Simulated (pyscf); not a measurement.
Elementary routes open to H₂Si=S (SMILES [SiH2]=S) + HCl (SMILES Cl) in the gas phase (singlet surface):
A. HS–SiH₂–Cl (SMILES S[SiH2]Cl) (Cl–H broken; H–S, Cl–Si formed)
B. S=SiH–Cl (SMILES S=[SiH]Cl) + H₂ (SMILES [H][H]) (H–Si, Cl–H broken; Cl–Si, H–H formed)

Structures and frequencies: ωB97X-D3(BJ)/def2-SVP in PySCF.

Question: Rank the routes by free-energy barrier at 1200 K, lowest first, for ωB97M-D3(BJ)/def2-TZVP energies (ideal gas, 1 atm, RRHO with modes under 100 cm⁻¹ raised to 100, one conformer, R ln 2 for chiral ones without a mode under 150 cm⁻¹).

Answer: A (1.57 eV), B (2.27 eV)

Route A is the fastest of these, ahead of the next by 0.70 eV. The most stable products are those of B (ΔG = -0.82 eV), whose barrier is 0.70 eV higher: the kinetic and the thermodynamic product differ. At 298 K A is still the fastest. A: On the reactant side the descent ends in a complex, 0.30 eV under the separated species and 0.12 eV under the saddle at ωB97X-D3(BJ)/def2-TZVP. B: On the reactant side the descent ends in a complex, 0.30 eV under the separated species and 0.88 eV under the saddle at ωB97X-D3(BJ)/def2-TZVP. Only these routes are compared; each barrier is that of the saddle found, and lower ones may exist.
